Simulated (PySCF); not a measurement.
**SiH₄O: a look at the electrons**

Aim: take SiH₄O and analyse its density (charges, bond critical points, surface potential), see where an electron leaves and enters and measure its response to a uniform field.

The runs use PySCF 2.14.0; levels as typed in each script, gas phase, geometry from GFN2-xTB.

## (1) Starting geometry

SMILES `O[SiH3]`, 6 atoms, charge 0, spin multiplicity 1.

Bond lengths: O1–Si2 1.627 Å, O1–H3 0.951 Å, Si2–H4 1.459 Å, Si2–H5 1.464 Å, Si2–H6 1.460 Å. Angles: Si2–O1–H3 123.1°, O1–Si2–H4 106.7°, O1–Si2–H5 109.9°, O1–Si2–H6 106.5°, H4–Si2–H5 110.7°, H4–Si2–H6 111.9°, H5–Si2–H6 110.8°.

Geometry (Å):

```mol
H4OSi
  3D, bonds by distance, orders not assigned

  6  5  0  0  0  0  0  0  0  0999 V2000
   -1.0895   -0.1134   -0.0011 O   0  0
    0.5324    0.0112    0.0000 Si  0  0
   -1.6683    0.6415    0.0047 H   0  0
    1.0041   -0.6299   -1.2224 H   0  0
    0.9246    1.4215    0.0298 H   0  0
    1.0019   -0.6826    1.1959 H   0  0
  1  2  8  0
  1  3  8  0
  2  4  8  0
  2  5  8  0
  2  6  8  0
M  END
```

## (2) Density, bond paths and surface potential (B3LYP/def2-svpd)

Input file input.py:

```python
import numpy as np
from pyscf import gto, scf, dft
from pyscf.scf import atom_ks, atom_hf
from scipy.linalg import block_diag

def solve(mol, dm0=None, hcore=None):
    mf = (dft.UKS if mol.spin else dft.RKS)(mol, xc='b3lyp')
    mf.grids.level = 3
    mf = mf.density_fit(auxbasis='def2-universal-jkfit')
    mf.conv_tol, mf.max_cycle = 1e-8, 80
    if hcore is not None:
        mf.get_hcore = lambda *args: hcore
    mf.kernel(dm0)
    if not mf.converged:
        mf = mf.newton().run(mf.mo_coeff, mf.mo_occ, max_cycle=30)
    assert mf.converged, 'SCF not converged'
    return mf

mol = gto.M(atom='''
O     -1.08951    -0.11344    -0.00106
Si     0.53241     0.01121     0.00003
H     -1.66825     0.64154     0.00467
H      1.00412    -0.62989    -1.22239
H      0.92460     1.42149     0.02983
H      1.00191    -0.68259     1.19593
''', basis='def2-svpd', charge=0, spin=0, verbose=4)
mf = solve(mol)
mf.analyze()
# spherically averaged free atoms, for the promolecule
atm = atom_ks.get_atm_nrks(mol, xc='b3lyp')
pro = block_diag(*[(atm[a[0]][2] * atm[a[0]][3]) @ atm[a[0]][2].T for a in mol._atom])
np.savez('result.npz', e=mf.e_tot, c=mf.mo_coeff, occ=mf.mo_occ, eps=mf.mo_energy, pro=pro, dip=mf.dip_moment(verbose=0), s2=mf.spin_square()[0])
```

Launch:

```bash
$ OMP_NUM_THREADS=1 python input.py
```

## (4) Removing and adding an electron (B3LYP/def2-svpd)

Changes to input.py since step 2:

```diff
@@ -27,3 +27,12 @@
 mf = solve(mol)
-mf.analyze()
+out = dict(e0=mf.e_tot, dm0=mf.make_rdm1(), c=mf.mo_coeff, occ=mf.mo_occ, eps=mf.mo_energy)
+for name, dq, spin in [('cation', 1, 1)]:
+    ion = mol.copy().set(charge=mol.charge + dq, spin=spin).build()
+    mi = solve(ion)
+    if spin and dq > 0 and mol.nao < 130:
+        c, _, stable, _ = mi.stability(return_status=True)
+        if not stable:
+            mi = solve(ion, mi.make_rdm1(c, mi.mo_occ))
+    print(name, 'vertical energy change / eV', (mi.e_tot - mf.e_tot) * 27.211386)
+    out.update({'e_' + name: mi.e_tot, 'dm_' + name: mi.make_rdm1(), 's2_' + name: mi.spin_square()[0], 'eps_' + name: mi.mo_energy, 'occ_' + name: mi.mo_occ})
 # spherically averaged free atoms, for the promolecule
@@ -31,2 +40,2 @@
 pro = block_diag(*[(atm[a[0]][2] * atm[a[0]][3]) @ atm[a[0]][2].T for a in mol._atom])
-np.savez('result.npz', e=mf.e_tot, c=mf.mo_coeff, occ=mf.mo_occ, eps=mf.mo_energy, pro=pro, dip=mf.dip_moment(verbose=0), s2=mf.spin_square()[0])
+np.savez('result.npz', pro=pro, **out)
```

## (6) Response to an electric field (B3LYP/def2-svpd)

Changes to input.py since step 4:

```diff
@@ -26,13 +26,10 @@
 ''', basis='def2-svpd', charge=0, spin=0, verbose=4)
+field = np.array([0.004, 0.0, 0.0])  # atomic units
+mol.set_common_orig(mol.atom_charges() @ mol.atom_coords() / mol.atom_charges().sum())
 mf = solve(mol)
-out = dict(e0=mf.e_tot, dm0=mf.make_rdm1(), c=mf.mo_coeff, occ=mf.mo_occ, eps=mf.mo_energy)
-for name, dq, spin in [('cation', 1, 1)]:
-    ion = mol.copy().set(charge=mol.charge + dq, spin=spin).build()
-    mi = solve(ion)
-    if spin and dq > 0 and mol.nao < 130:
-        c, _, stable, _ = mi.stability(return_status=True)
-        if not stable:
-            mi = solve(ion, mi.make_rdm1(c, mi.mo_occ))
-    print(name, 'vertical energy change / eV', (mi.e_tot - mf.e_tot) * 27.211386)
-    out.update({'e_' + name: mi.e_tot, 'dm_' + name: mi.make_rdm1(), 's2_' + name: mi.spin_square()[0], 'eps_' + name: mi.mo_energy, 'occ_' + name: mi.mo_occ})
+out = dict(dm0=mf.make_rdm1(), d0=mf.dip_moment(unit='AU'), e0=mf.e_tot)
+for name, sign in (('p', 1), ('m', -1)):
+    h = mf.get_hcore() + sign * np.einsum('x,xij->ij', field, mol.intor('int1e_r'))
+    mi = solve(mol, mf.make_rdm1(), h)
+    out.update({'dm' + name: mi.make_rdm1(), 'd' + name: mi.dip_moment(unit='AU'), 'e' + name: mi.e_tot})
 # spherically averaged free atoms, for the promolecule
```

(Steps that only read results are left out.)

What does the calculation give? Wanted: dipole moment; HOMO, LUMO; vertical ionisation energy; polarisability along the field.

As calculated:

```
                                        quantity            value
                 dipole moment (B3LYP/def2-svpd)           1.29 D
                    HOMO, LUMO (B3LYP/def2-svpd)  -8.47, -0.33 eV
    vertical ionisation energy (B3LYP/def2-svpd)         11.21 eV
polarisability along the field (B3LYP/def2-svpd)       32.9 bohr³
```

**Reading.** At B3LYP/def2-svpd: The highest Hirshfeld charge is on Si2 (+0.40 e), the lowest on O1 (−0.31 e). The ionisation energy from two SCF runs, 11.21 eV, lies 2.7 eV above −ε(HOMO) = 8.47 eV of the same level, B3LYP/def2-svpd, since self-interaction lifts this functional's HOMO. All values hold at the given geometry, in the gas phase.
